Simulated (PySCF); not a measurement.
# H2S, singlet: computed properties

Computed with PBE in PySCF with S def2-TZVP, H def2-TZVP; no relativity; density-fitted integrals.

The structure is a minimum.

```xyz
3
charge 0 multiplicity 1, angstrom
S     0.0000    0.0000   -0.0558
H     0.9707    0.0000    0.8856
H    -0.9707    0.0000    0.8856
```

```json
{
 "Point group": "C2v",
 "Bond lengths": "S–H 1.352 Å (×2)",
 "Bond angles": "H–S–H 91.8°",
 "Atomisation energy without zero-point energy": "759 kJ/mol",
 "Lowest empty level": "-0.51 eV",
 "Heat capacity Cp at 298.15 K": "34.2 J/(mol K)",
 "Highest occupied level": "-6.19 eV",
 "Entropy at 298.15 K and 1 bar": "205.9 J/(mol K)",
 "Rotational constants": "10.03, 8.876, 4.709 cm⁻¹",
 "Zero-point energy": "38.6 kJ/mol",
 "Principal quadrupole moments (Buckingham, traceless) about the centre of mass": "-3.84, 1.13, 2.71 D Å",
 "Dipole moment": "1.13 D",
 "Rotational symmetry number": "2",
 "Principal polarisabilities": "15.0, 19.9, 20.6 bohr³",
 "Enthalpy at 298.15 K above 0 K": "9.97 kJ/mol"
}
```

Harmonic modes (masses in u: S 31.972, H 1.008):
```json
{"symmetry": "a1", "ω (cm⁻¹)": "1170", "IR (km/mol)": "0.0", "μ (u)": "1.04", "type": "bend"}
{"symmetry": "a1", "ω (cm⁻¹)": "2630", "IR (km/mol)": "0.1", "μ (u)": "1.04", "type": "stretch"}
{"symmetry": "b2", "ω (cm⁻¹)": "2646", "IR (km/mol)": "0.3", "μ (u)": "1.04", "type": "stretch"}
```

In C2v the vibrations span 2a1 + b2. Here b1 is antisymmetric to the molecular plane and b2 lies in it.

Charges (e):
```
atom  Mulliken  Löwdin  polar tensor  Mayer order to S1
  S1     -0.33   -0.07         -0.11                  –
H2,3      0.17    0.04          0.05               0.97
```

Mulliken populations on S1: s 5.86, p 10.39, d 0.08, f 0.01.

Counting electrons, sulfur keeps 4 of its valence electrons outside its bonds, so the VSEPR class is AX2E2 and the expected shape is bent (C2v), as computed. The angle of 92° is close to 90°: the heavy centre bonds with nearly pure p orbitals and keeps its lone pair s-like.

The final relaxation and frequency run took about 17 core-seconds on a shared host.
